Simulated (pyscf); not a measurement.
Optimised with ωB97X-D3(BJ)/def2-SVP in PySCF.

Q: For the elementary gas-phase step `[NH2][NH][AlH2]` + `[H][H]` → `[NH2][NH2]` + `[AlH3]` (singlet surface; Al–N, H–H broken, H–N, Al–H formed), what barrier and reaction energy does ωB97M-D3(BJ)/def2-TZVP give, measured from the separated reactants?

A: ΔE‡ = 30.9 kcal/mol, ΔE = +18.8 kcal/mol. Zero-point energy shifts the barrier by +2.4 kcal/mol. It is a four-centre exchange, with an imaginary mode of 1157i cm⁻¹. On the reactant side the descent ends in an adduct with a Al–N contact, 1.4 kcal/mol under the separated species and 32.2 kcal/mol under the saddle at ωB97X-D3(BJ)/def2-TZVP. On the product side the descent ends in an adduct with a Al–N contact (not fully relaxed), 32.6 kcal/mol under the separated species and 43.0 kcal/mol under the saddle at ωB97X-D3(BJ)/def2-TZVP. At the saddle there is also a short Al–H contact that neither side keeps. H₂N–NH–AlH₂ is closed by a dative Al–N contact. H₂N–NH–AlH₂ lies 62.7 kcal/mol over its isomer H₂N–AlH–NH₂ (electronic energy, ωB97M-D3(BJ)/def2-TZVP). This is the saddle that the search found; another between the same sides may lie lower.
